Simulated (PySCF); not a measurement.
ClH. Atoms are numbered in the order given.

```xyz
2

Cl     0.0000     0.0000    -0.0713
H      0.0000     0.0000     1.2113
```
Charge 0, spin multiplicity 1.

Coordinates come from a B3LYP-D3(BJ)/def2-TZVPD optimisation.

All values below come from PBE/pcSseg-2 in PySCF.

GIAO shieldings, no solvent; atoms alike by connectivity are averaged. δ = σ(ref) − σ: ³⁵Cl against HCl (σ = 936.5 ppm); ¹H against TMS (σ = 31.47 ppm), references at their B3LYP-D3(BJ)/def2-TZVP geometries, non-relativistic (without spin–orbit terms, shifts of atoms bonded to Cl or Br come out too high).

Computed chemical shifts:
```json
[
 {"nucleus": "³⁵Cl", "atoms": "Cl1", "count": "1", "δ (ppm)": "0.5"},
 {"nucleus": "¹H", "atoms": "H2", "count": "1", "δ (ppm)": "0.51"}
]
```
